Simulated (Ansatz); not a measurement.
A trace of molecular dynamics of C2H2F (5 atoms, charge 0, multiplicity 2).

Level of theory: UKS PBE-D4/def2-SVP in Ansatz.

| Item | Value |
| --- | --- |
| ensemble | NVE (velocity Verlet) |
| starting velocities drawn for | 100 K |
| seed | 12057 |

| time (fs) | T (K) | potential energy less start (eV) | conserved less start (meV/atom) |
| --- | --- | --- | --- |
| 0.0 | 100 | 0.000 | 0.00 |
| 4.0 | 33 | 0.026 | 0.05 |
| 8.0 | 56 | 0.017 | 0.03 |
| 12.0 | 121 | -0.008 | 0.09 |
| 16.0 | 1185 | -0.419 | 0.27 |
| 20.0 | 4176 | -1.585 | -0.86 |
| 24.0 | 2452 | -0.912 | -0.06 |
| 28.0 | 1465 | -0.531 | -0.39 |
| 32.0 | 3381 | -1.278 | -1.24 |
| 36.0 | 2845 | -1.065 | 0.00 |
| 40.0 | 2850 | -1.071 | -0.87 |
| 44.0 | 896 | -0.308 | 0.01 |
| 48.0 | 1865 | -0.684 | 0.02 |
| 52.0 | 3967 | -1.503 | -0.74 |
| 56.0 | 1916 | -0.704 | 0.05 |
| 60.0 | 651 | -0.213 | 0.24 |
| 64.0 | 3383 | -1.275 | -0.46 |
| 68.0 | 3225 | -1.213 | -0.26 |
| 72.0 | 1840 | -0.675 | -0.14 |
| 76.0 | 1438 | -0.517 | 0.43 |
| 80.0 | 3721 | -1.406 | -0.42 |
| 84.0 | 3479 | -1.312 | -0.45 |
| 88.0 | 1215 | -0.431 | 0.27 |
| 92.0 | 3201 | -1.206 | -0.68 |
| 96.0 | 3543 | -1.336 | -0.24 |
| 100.0 | 2247 | -0.834 | -0.30 |

Q: Is this trajectory sound?

A: The conserved energy stayed within 1.5 meV per atom of its start (net change -0.3 meV per atom), so the integration is sound. The system heated up, since it started high on the potential surface and ran downhill. A run of 0.1 ps of so small a system gives no equilibrium averages. The time step was 0.5 fs.

Run time: 4.4 min on 1 thread of Arm Neoverse V1 (shared host), peak memory 0.1 GiB.
